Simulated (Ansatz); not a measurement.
Cartesian coordinates in Å:
```
C -0.052 1.417 2.519
C -0.604 0.811 1.275
C -0.262 -0.374 0.784
C -0.807 -0.983 -0.465
C 0.265 -1.240 -1.526
C 0.897 0.034 -2.056
H 0.426 2.380 2.313
H -0.844 1.612 3.250
H 0.688 0.764 2.986
H -1.348 1.398 0.738
H 0.487 -0.962 1.316
H -1.291 -1.936 -0.220
H -1.585 -0.333 -0.879
H 1.040 -1.888 -1.101
H -0.184 -1.802 -2.351
H 1.368 0.606 -1.253
H 0.146 0.680 -2.520
H 1.659 -0.183 -2.808
```

The species carries charge 0 and has multiplicity 1.

Task: List the PBE/def2-TZVPP orbital energies in eV (Ansatz). (An estimate is asked.)

Result: Computed: Occupied: -268.75, -268.73, -268.71, -268.67, -268.62, -268.39, -20.04, -18.98, -17.42, -15.94, -14.14, -13.34, -11.27, -10.93, -10.49, -10.10, -9.90, -9.17, -8.83, -8.27, -8.20, -7.84, -7.62, -5.80. Lowest empty: -0.40, 0.72, 1.02, 1.11, 1.63, 2.18, 2.28, 2.35.
